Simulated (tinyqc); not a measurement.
Orbital energy against energy difference: ionisation energy by orbital energies and by energy differences in the 6-31g basis, for HF, spin multiplicity 1. Computed by the program tinyqc with PySCF. The cation is unrestricted; errors are against CCSD(T) in this basis, not against experiment.

Geometry (angstrom):
```
atom,x,y,z
F,0.0000,0.0000,0.0000
H,0.0000,0.0000,0.8730
```

CCSD(T) difference in the same basis = 15.4821 eV

IP-EOM-CCSD = 15.1739 eV

First vertical ionisation energy (eV):
```
method,-e(HOMO),E(cation) - E,error of -e(HOMO),error of the difference
HF,17.2791,14.444622,1.7969,-1.0375
LDA,8.3992,16.306805,-7.0829,0.8247
PBE,8.2920,15.909835,-7.1901,0.4277
B3LYP,10.3796,15.981270,-5.1025,0.4992
PBE0,10.8280,15.862934,-4.6541,0.3808
LC-wPBE,13.6568,16.028751,-1.8253,0.5466
```

Estimate the missing row, method = CAM-B3LYP.

Computed row:
```
method     -e(HOMO)  E(cation) - E  error of -e(HOMO)  error of the difference
CAM-B3LYP   12.3310      15.968845            -3.1511                   0.4867
```

Koopmans errs by +1.80 eV and Delta-HF by -1.04 eV: relaxation, 2.83 eV, lowers the value and the missing correlation difference works against it. The PBE level is off by -7.2 eV through the wrong tail of its potential, though its energy difference is off by +0.43 eV; exact exchange deepens the level, and among the orbital energies HF comes closest; among the differences PBE0 does.
